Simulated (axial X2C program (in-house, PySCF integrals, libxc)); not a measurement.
Photoelectron levels of LiAl by EOM-IP-CCSD

Calculated with an axial X2C code built on PySCF integrals: two-component X2C with atomic mean-field Coulomb and Gaunt terms, Gaussian nuclei, basis Al dyall-v3z, Li dyall-cv3z with contracted cores.

R = 2.637 Å (near the PBE0 minimum at charge 0 of the determinant lowest at the starting distance; the state shown can have its own minimum elsewhere, which is not the closed-shell reference).

Hartree–Fock spinors of LiAl (one of each Kramers pair; a window near the gap, which can cut inner shells):

| ω | occupied | ε (eV) | character |
| --- | --- | --- | --- |
| 1/2 | yes | -10.64 | 69% Al s, 14% Li p, 13% Li s |
| 1/2 | yes | -4.93 | 66% Al p, 24% Li s, 5% Al s |
| 1/2 | no | 0.20 | 49% Li s, 40% Li p, 10% Al p |
| 1/2 | no | 0.31 | 73% Li p, 26% Al p |
| 3/2 | no | 0.31 | 73% Li p, 26% Al p |
| 1/2 | no | 1.05 | 82% Li p, 14% Li s, 3% Al s |
| 1/2 | no | 1.30 | 51% Li p, 46% Al p, 3% Li d |
| 3/2 | no | 1.30 | 51% Li p, 46% Al p, 3% Li d |

Vertical ionisation energies of LiAl to the states of LiAl⁺:

```tsv
Ω of LiAl⁺	vertical IE (eV)	above lowest (cm⁻¹)	ionised spinor	one-hole weight
1/2	5.305	0	66% Al pσ, 24% Li sσ	0.91
1/2	10.213	39584	71% Al sσ, 14% Li pσ, 12% Li sσ	0.66
```

Problem. How far does the lowest EOM-IP-CCSD energy lie from the Koopmans value −ε of the highest filled spinor?

Solution. 5.305 eV against 4.93 eV, a shift of 0.38 eV: relaxation of the final state lowers the energy and the loss of correlation raises it.

This point took 0.91 s on 1 thread of Arm Neoverse V1 (shared host).

Reference electrons by ω block (each with its −ω partner): 1/2: 7, 3/2: 1. 4 electrons of LiAl correlated (inner shells frozen), 72 natural virtual spinors (a truncated set); levels can be off by some tenths of an eV. Roots sought by Ω: (1/2: 4, 3/2: 3, 5/2: 1); the list ends where they run out and leaves out roots under 60 % one-particle weight. The solver can skip a root, and states that need a further excitation, which the method places far too high, are missing though they may lie low or lowest. T1 of the reference 0.019 (Lee–Taylor). Number of frozen shells: Al 2 s, 1 p; Li 1 s. The closed-shell reference lies 0.05 eV above the lowest PBE0 determinant. Left out with split weight: Ω = 1/2 at 9.67 eV (0.19).
